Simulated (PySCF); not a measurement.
Some computed properties have been withheld. Give your best values.

C4H5O2 (charge -1).
SMILES: `C=C(C)C(=O)[O-]`

Conformer (atom-mapped SMILES and torsion angles): `[CH2:1]=[C:2]([CH3:3])[C:4](=[O:5])[O-:6]`: C1–C2–C4–O5 -175°.

```json
{"property": "rotational constants A, B, C", "level": "PBE0-D3(BJ)/def2-SVP", "value": "?"}
{"property": "HOMO energy", "level": "KT3/pcSseg-2", "value": "0.03 eV"}
{"property": "LUMO energy", "level": "KT3/pcSseg-2", "value": "?"}
{"property": "13C chemical shifts (computed TMS as zero) by class", "level": "GIAO KT3/pcSseg-2", "value": "?"}
{"property": "1H chemical shifts (computed TMS as zero) by class", "level": "GIAO KT3/pcSseg-2", "value": "?"}
{"property": "isotropic shieldings of nuclei other than C and H, by class", "level": "GIAO KT3/pcSseg-2", "value": "1 (1 O), 36 (1 O) ppm"}
{"property": "largest of the computed one-bond spin–spin couplings (means over like bonds)", "level": "B3LYP/pcJ-1, spin–dipole term left out", "value": "13C–1H +172.1, 13C–1H +152.2, 13C–1H +130.6 (×3), 13C–13C +74.9, 13C–13C +52.2, 13C–13C +43.7, 17O–13C +29.6, 17O–13C +29.3 Hz"}
```

Gas-phase values; electronic properties from PySCF, density fitting. One conformer (not necessarily the lowest) at the PBE0-D3(BJ)/def2-SVP geometry, without solvent or vibrations. The geometry's basis has no diffuse functions, a weakness for an anion. NMR classes are plain means over equivalent atoms (diastereotopic ones count apart unless rotation or inversion swaps them), as if these changed places fast; in this geometry the members of some classes differ. The HOMO energy is positive, so at this level the finite basis confines the outermost electrons. No diffuse functions stand in pcJ-1 and pcSseg-2, which bears on an anion's orbital energies.

**Question.** Give the 1H chemical shifts (computed TMS as zero) by class.

**Answer.** 5.82 (1 H), 4.51 (1 H), 1.97 (3 H) ppm.

**Question.** The 13C chemical shifts (computed TMS as zero) by class?

**Answer.** 159.8 (1 C), 156.9 (1 C), 104.5 (1 C), 26.1 (1 C) ppm.

**Question.** Give the rotational constants A, B, C.

**Answer.** 5.385, 3.655, 2.210 GHz.

**Question.** The LUMO energy?

**Answer.** 3.24 eV.

With B = h/(8π²I), that is 505.379 GHz u Å² over I, the principal moments of inertia are 93.8, 138.3 and 228.7 u Å² (most abundant isotopes); the inertial defect Ic − Ia − Ib is -3.4 u Å² (zero for a rigid planar frame, negative otherwise). The rotational constants make it an asymmetric top with κ = (2B − A − C)/(A − C) = -0.09, midway between the prolate (−1) and oblate (+1) limits.
